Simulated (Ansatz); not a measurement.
SnH$_{4}$⁺, doublet: the ladder up to UCCSDT(Q)

Geometry: a PBE0/def2-TZVP stationary point for this spin, not checked as a minimum.

```yaml
atoms:
  - { symbol: Sn, position_ang: [0.0000, 0.0000, 0.0000] }
  - { symbol: H, position_ang: [0.5761, 1.1516, 1.1503] }
  - { symbol: H, position_ang: [-0.5821, -1.1483, 1.1506] }
  - { symbol: H, position_ang: [-0.5743, 1.1492, -1.1536] }
  - { symbol: H, position_ang: [0.5802, -1.1525, -1.1473] }
```

Basis def2-SVP with its core potentials; Ansatz 0.2.0. Only valence electrons are correlated (noble-gas cores and the filled d shells of p-block atoms frozen), which leaves 7 electrons in 37 orbitals. R marks a restricted (for open shells ROHF) determinant, U an unrestricted one. Active spaces: valence = (7e, 8o) chosen from the atoms' valence shells. No spin–orbit coupling is included; scalar relativity enters through the core potentials alone.

Full CI isn't at hand for all of this; UCCSDT(Q) serves as the reference, and is uncertain by about the last step of the cluster series. The frozen core follows each run's orbitals, which can shift R against U totals by a few meV for light atoms and by up to 0.1 eV past Ca.

The UHF ⟨S²⟩ is 0.809 and the T1 diagnostic (RCCSD) is 0.0262. The largest doubles amplitude (RCCSD) is 0.075 and the T1 diagnostic (UCCSD) is 0.0276.

| level | E − E(UCCSDT(Q)) (kJ/mol) | share of correlation (%) | wall time |
| --- | --- | --- | --- |
| UHF | 331.2 | 7.50 | – |
| UMP2 | 96.9 | 72.93 | – |
| UCCSD | 10.9 | 96.96 | – |
| UCCSD(T) | 3.0 | 99.16 | 2.2 s |
| UCCSDT | 0.2 | 99.93 | – |

The correlation energy at UCCSDT(Q), counted from RHF, is -3.711 eV. That run took 9 s on 1 thread of Arm Neoverse V2, shared host.

Run but not shown, since their state or frozen core can't be matched to the reference's or they repeat it: RHF, RMP2, RCCSD, RCCSD(T), BCCD(T), RCCSDT, RCCSDT(Q), CASSCF (valence space), NEVPT2 (valence space), MRCISD (valence space), MRCISD+Q (valence space), MRCISD+Q(relaxed) (valence space).

Times hold each run's SCF and search for its determinant on a shared host, so for small cases they say little of a method's own cost; they ran on 1 thread of Arm Neoverse V2.

Natural occupations of CASSCF (valence space) about the gap: 1.975 1.930 1.930 1.023 0.055 0.034 0.026 0.026; effectively unpaired electrons, Σ n²(2−n)², 1.06.
